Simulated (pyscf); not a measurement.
Thermochemistry of product channels of H₃Si–SbH₂ on the singlet surface, in kcal/mol, from ωB97M-D3(BJ)/def2-TZVP energies (ideal gas, 1 atm, RRHO with modes under 100 cm⁻¹ raised to 100, one conformer, R ln 2 for chiral ones without a mode under 150 cm⁻¹). Single points on ωB97X-D3(BJ)/def2-SVP structures (PySCF, gas phase).

```tsv
products	ΔE	ΔH(298 K)	ΔG(298 K)	ΔG(1200 K)
H₂Si=SbH + hydrogen (H₂)	+33.0	+30.8	+22.9	-1.7
:HSi–SbH₂ [singlet] + hydrogen (H₂)	+53.8	+50.6	+41.7	+13.5
```

These are energies of the channels, which say nothing of barriers. Elements past Kr carry the def2 core potentials, without spin-orbit coupling.
